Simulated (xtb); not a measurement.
CH₂, triplet, at a GFN2-xTB geometry of the parent state; GFN2-xTB (xtb).

Input for xtb:
```
$ xtb mol.xyz --gfn 2 --chrg 0 --uhf 2 --json

# file mol.xyz
3

C      0.00403916     0.00124078     0.16463541
H      0.00029648     0.87790816    -0.50085524
H     -0.02453143    -0.88535285    -0.48695721
```

What the program printed (banner, timings and long lists left out):

```
   ID    Z sym.   atoms
    1    6 C      1
    2    1 H      2, 3

           -------------------------------------------------
          |                Calculation Setup                |
           -------------------------------------------------

           -------------------------------------------------
          |                 G F N 2 - x T B                 |
           -------------------------------------------------

          ...................................................
          :                      SETUP                      :
          :.................................................:
          :  # basis functions                   6          :
          :  # atomic orbitals                   6          :
          :  # shells                            4          :
          :  # electrons                         6          :
          :  max. iterations                   250          :
          :  Hamiltonian                  GFN2-xTB          :
          :  restarted?                      false          :
          :  GBSA solvation                  false          :
          :  PC potential                    false          :
          :  electronic temp.          300.0000000     K    :
          :  accuracy                    1.0000000          :
          :  -> integral cutoff          0.2500000E+02      :
          :  -> integral neglect         0.1000000E-07      :
          :  -> SCF convergence          0.1000000E-05 Eh   :
          :  -> wf. convergence          0.1000000E-03 e    :
          :  Broyden damping             0.4000000          :
          :  net charge                          0          :
          :  unpaired electrons                  2          :
          ...................................................

 iter      E             dE          RMSdq      gap      omega  full diag
   1     -2.9523823 -0.295238E+01  0.547E+00   13.48       0.0  T
   2     -2.9577455 -0.536314E-02  0.340E+00   13.69       1.0  T
   3     -2.9582773 -0.531840E-03  0.696E-01   13.72       1.0  T
   4     -2.9585160 -0.238690E-03  0.187E-01   13.53       1.0  T
   5     -2.9584685  0.475147E-04  0.206E-01   13.59       1.0  T
   6     -2.9585235 -0.549748E-04  0.302E-03   13.53      19.1  T
   7     -2.9585235  0.242734E-07  0.488E-03   13.53      11.8  T
   8     -2.9585235 -0.251374E-07  0.791E-05   13.53     729.7  T
   9     -2.9585235 -0.758149E-11  0.333E-05   13.53    1733.0  T

   *** convergence criteria satisfied after 9 iterations ***

 transition dipole moment (au) for excitation:           3           4
     X       Y       Z
  -0.2650   0.0038   0.0065  total (au/Debye):    0.265   0.674
 dE (eV)             :    1.205
 oscillator strength :  0.29341E-02

         :::::::::::::::::::::::::::::::::::::::::::::::::::::
         ::                     SUMMARY                     ::
         :::::::::::::::::::::::::::::::::::::::::::::::::::::
         :: total energy              -2.927540129638 Eh    ::
         :: gradient norm              0.062850370043 Eh/a0 ::
         :: HOMO-LUMO gap             13.533350240803 eV    ::
         ::.................................................::
         :: SCC energy                -2.958523480803 Eh    ::
         :: -> isotropic ES           -0.000142243988 Eh    ::
         :: -> anisotropic ES          0.001685905679 Eh    ::
         :: -> anisotropic XC          0.005064689516 Eh    ::
         :: -> dispersion             -0.000268712856 Eh    ::
         :: repulsion energy           0.030983351165 Eh    ::
         :: add. restraining           0.000000000000 Eh    ::
         :: total charge              -0.000000000000 e     ::
         :::::::::::::::::::::::::::::::::::::::::::::::::::::

           -------------------------------------------------
          |                Property Printout                |
           -------------------------------------------------

    * Orbital Energies and Occupations

         #    Occupation            Energy/Eh            Energy/eV
      -------------------------------------------------------------
         1        2.0000           -0.5753345             -15.6556
         2        2.0000           -0.4732728             -12.8784
         3        1.0000           -0.3855663             -10.4918
         4        1.0000           -0.3412815              -9.2867 (HOMO)
         5                          0.1560600               4.2466 (LUMO)
         6                          0.1728266               4.7029
      -------------------------------------------------------------
                  HL-Gap            0.4973415 Eh           13.5334 eV
             Fermi-level           -0.2610152 Eh           -7.1026 eV

     #   Z          covCN         q      C6AA      α(0)
     1   6 C        1.846    -0.133    34.890     9.542
     2   1 H        0.923     0.066     2.126     2.280
     3   1 H        0.923     0.066     2.126     2.280

 Mol. C6AA /au·bohr⁶  :         77.824778
 Mol. C8AA /au·bohr⁸  :       1755.659995
 Mol. α(0) /au        :         14.102507

Wiberg/Mayer (AO) data.
largest (>0.10) Wiberg bond orders for each atom

 ---------------------------------------------------------------------------
     #   Z sym  total        # sym  WBO       # sym  WBO       # sym  WBO
 ---------------------------------------------------------------------------
     1   6 C    1.983 --     2 H    0.992     3 H    0.992
     2   1 H    0.994 --     1 C    0.992
     3   1 H    0.994 --     1 C    0.992
 ---------------------------------------------------------------------------

Topologies differ in total number of bonds
Writing topology from bond orders to xtbtopo.mol

molecular dipole:
                 x           y           z       tot (Debye)
 q only:       -0.004      -0.001      -0.165
   full:       -0.008      -0.002      -0.312       0.794
molecular quadrupole (traceless):
                xx          xy          yy          xz          yz          zz
 q only:       -0.235       0.008       0.317       0.004      -0.003      -0.081
  q+dip:       -0.922       0.022       0.649       0.029      -0.003       0.273
   full:       -0.568       0.013       0.328       0.020      -0.001       0.239

           -------------------------------------------------
          | TOTAL ENERGY               -2.927540129638 Eh   |
          | GRADIENT NORM               0.062850370043 Eh/α |
          | HOMO-LUMO GAP              13.533350240803 eV   |
           -------------------------------------------------

normal termination of xtb
```
